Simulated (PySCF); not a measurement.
## Electronic absorption of 4H-pyran

Species: 4H-pyran, C₅H₆O.
SMILES: `C1=COC=CC1`

The calculation used TDDFT wB97X-D/def2-SVPD, vertical, gas phase, core orbitals frozen in the response (PySCF). Geometry: GFN2-xTB; no solvent, vibrations or thermal averaging.

Predict the UV-vis stick spectrum at this level.

| state | E (eV) | λ (nm) | f | \|μ\| (D) | symmetry | main configurations (H = HOMO, L = LUMO) |
| --- | --- | --- | --- | --- | --- | --- |
| S1 | 5.24 | 236.7 | 0.016 | 0.91 | B1 or B2 | H→L (99%) |
| S2 | 6.16 | 201.2 | 0.017 | 0.85 | B1 or B2 | H→L+1 (93%) |
| S3 | 7.00 | 177.2 | 0.0000 | 0.01 | – | H→L+2 (81%), H-1→L+1 (16%) |
| S4 | 7.06 | 175.6 | 0.033 | 1.11 | A1 | H→L+4 (67%), H-1→L (32%) |
| S5 | 7.31 | 169.6 | 0.010 | 0.61 | B1 or B2 | H→L+3 (93%) |
| S6 | 7.70 | 160.9 | 0.0076 | 0.51 | B1 or B2 | H→L+5 (73%), H→L+7 (9%) |
| S7 | 7.91 | 156.7 | 0.036 | 1.10 | B1 or B2 | H→L+7 (81%), H→L+5 (10%) |
| S8 | 7.97 | 155.5 | 0.0000 | 0.01 | – | H→L+6 (89%) |

Triplets, Tamm–Dancoff:

```
state  E (eV)  λ (nm)  main configurations (H = HOMO, L = LUMO)
   T1    3.93   315.4                                 H→L (89%)
   T2    4.70   264.1                  H-1→L (50%), H→L+4 (43%)
   T3    6.12   202.7                               H→L+1 (92%)
```

The lowest singlet lies at 5.24 eV (237 nm, ultraviolet) and is weak; its leading configuration is HOMO→LUMO (99%). The strongest level in the table is S7 at 7.91 eV (157 nm, f = 0.036). Löwdin shares by element: HOMO carbon 45% or more, oxygen 23% (atoms not listed hold the other 32%); LUMO carbon 72% or more (atoms not listed hold the other 28%). Orbital energies (eV): HOMO-3 -11.74, HOMO-2 -11.69, HOMO-1 -9.86, HOMO -7.99, LUMO 1.92, LUMO+1 2.37, LUMO+2 3.11. Weighted by f, the mean energy of these states is 7.00 eV. The listed states span 2.74 eV, and the widest gap between neighbours is 0.93 eV (S1 to S2). No computed singlet lies in the visible range (380 to 750 nm); the lowest, at 237 nm, stands 1.97 eV above its violet end (3.26 eV). Symmetry labels in C2v follow from the direction of the transition dipole and are given only for states with f of 0.002 or more; B1 and B2 swap with the choice of axes. The window holds the lowest 8 singlets.
